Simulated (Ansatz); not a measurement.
# H2O4P: the cost of one run

Computed with Ansatz 0.2.0 (the levels named in each step, unless a step's input says otherwise).

## 1. The system as given

Bond lengths: O1–P2 1.485 Å, P2–O3 1.485 Å, P2–O4 1.671 Å, P2–O5 1.672 Å, O4–H6 0.953 Å, O5–H7 0.953 Å. Angles: O1–P2–O3 124.1°, O1–P2–O4 108.7°, O1–P2–O5 106.9°, O3–P2–O4 106.8°, O3–P2–O5 108.6°, O4–P2–O5 98.7°, P2–O4–H6 99.7°, P2–O5–H7 99.9°.

Structure file:

```xyz
7

O    -0.4760   -0.5508    1.3842
P    -0.1437   -0.0515    0.0257
O    -1.1040   -0.0140   -1.1061
O     0.5030    1.4838    0.1612
O     1.2322   -0.8631   -0.4673
H     0.3587    1.7977   -0.7271
H     1.5943   -1.1030    0.3810
```

## 2. A rough first relaxation, PBE-D4/def2-SVPD

input.yaml

```yaml
crystal:
  periodic: [false, false, false]
  atoms:
    - { symbol: O, position_ang: [-0.47603, -0.55079, 1.3842] }
    - { symbol: P, position_ang: [-0.14369, -0.05153, 0.02575] }
    - { symbol: O, position_ang: [-1.10398, -0.01396, -1.10615] }
    - { symbol: O, position_ang: [0.50297, 1.4838, 0.16123] }
    - { symbol: O, position_ang: [1.23217, -0.86307, -0.46733] }
    - { symbol: H, position_ang: [0.35873, 1.79769, -0.7271] }
    - { symbol: H, position_ang: [1.5943, -1.10302, 0.38097] }
total_charge: -1
basis:
  gaussian: { orbitals: def2-SVPD }
hamiltonian:
  xc: pbe
  dispersion: d4
relax:
  f_tol: 0.03
  max_steps: 200
```

Run with:

```console
ansatz run input.yaml --threads 2 --pin off --max-ram 5120MiB --backend cpu --events-out ev --progress --plain --runs-dir out
```

What time and memory should one allow on 2 threads of Arm Neoverse N1, shared host?

About 31 s, with a peak of 0.15 GiB.
